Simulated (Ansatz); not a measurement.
[AlFH3]- (AlH3F⁻). Total charge -1; singlet. Geometry PBE0-D4/def2-TZVPD.

```csv
atom,x (Å),y (Å),z (Å)
Al1,0.0283,0.0004,-0.0114
F2,-1.5673,-0.0209,0.6332
H3,-0.0661,-0.1371,-1.6454
H4,0.8647,-1.2637,0.6212
H5,0.7404,1.4214,0.4024
```

B3LYP takes the VWN-RPA correlation.

Q: Estimate the orbital energies around the gap (eV) in Ansatz with HF/6-31G, PBE-D4/def2-TZVPD, BLYP-D4/def2-TZVPD, B3LYP-D4/6-31G, B3LYP-D4/def2-TZVPD.

A: 
```tsv
orbital	HF/6-31G	PBE-D4/def2-TZVPD	BLYP-D4/def2-TZVPD	B3LYP-D4/6-31G	B3LYP-D4/def2-TZVPD
HOMO−9	-81.48	-62.44	-62.64	-67.11	-66.60
HOMO−8	-81.46	-62.39	-62.60	-67.06	-66.56
HOMO−7	-81.46	-62.39	-62.60	-67.06	-66.56
HOMO−6	-34.79	-22.15	-21.99	-23.98	-24.95
HOMO−5	-11.50	-5.16	-5.07	-6.08	-6.77
HOMO−4	-10.04	-3.49	-3.44	-4.06	-5.17
HOMO−3	-10.04	-3.49	-3.44	-4.06	-5.17
HOMO−2	-8.46	-3.19	-3.11	-4.01	-4.50
HOMO−1	-5.31	-1.06	-1.00	-1.83	-2.15
HOMO	-5.31	-1.06	-1.00	-1.83	-2.15
LUMO	8.33	3.76	3.76	5.71	3.96
LUMO+1	9.42	4.24	4.30	7.10	4.62
LUMO+2	9.42	5.04	5.10	7.10	5.35
LUMO+3	10.83	5.05	5.10	8.14	5.35
LUMO+4	13.44	5.35	5.34	9.29	5.61
LUMO+5	15.28	5.55	5.57	11.01	5.79
```
